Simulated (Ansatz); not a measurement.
Gas-phase electronic energies from Ansatz, PBE0-D4/def2-TZVP geometries. CBS: MP2 limit from def2 TZ/QZ plus the TZ coupled-cluster correction, frozen cores. This one scheme is used for every species. DFT in def2-TZVPP.

`BB` + HCl → `BCl` + BH₃  (cleavage of the B–B bond)

```tsv
level	ΔE (kcal/mol)	difference from CCSD(T)/CBS
r2SCAN0-D4	-21.6	1.2
ωB97M-V	-22.4	0.4
B2PLYP	-23.2	-0.4
PBE-QIDH	-23.1	-0.3
BLYP	-20.8	2.0
r2SCAN	-20.6	2.2
PBE0	-20.5	2.3
r2SCANh	-21.0	1.8
r2SCAN0	-21.6	1.2
HF/def2-SVP	-26.5	-3.7
CCSD/def2-TZVPP	-23.0	-0.2
CCSD/CBS(def2)	-22.5	0.3
HF/cc-pV(D+d)Z	-24.6	-1.8
CCSD(T)/cc-pV(D+d)Z	-24.8	-2.0
HF/cc-pV(T+d)Z	-24.9	-2.1
HF/CBS(cc)	-24.9	-2.1
CCSD(T)/CBS	-22.8	0
```

Question: What do rigid-rotor, harmonic-oscillator terms from PBE0-D4/def2-TZVP frequencies (298.15 K, 1 bar) make of the CCSD(T)/CBS value? (An estimate is asked.)

Answer: Ansatz gave: ΔZPE = +1.3 kcal/mol, ΔH = -21.7 kcal/mol, ΔS = 4 J/(mol·K), ΔG = -22.0 kcal/mol.

Largest T1 diagnostic among the species: 0.012.

From r2SCAN to r2SCAN0 (25 % exact exchange), in def2-TZVPP and without D4, ΔE moves by −1.0 kcal/mol. Leaving LDA and LC-ωPBE aside and taking each functional with its dispersion term where it has one, the values, not all of them listed here, spread over 4.5 kcal/mol, from B2PLYP to B97M-V. LDA lies +1.6 kcal/mol from PBE without D4.
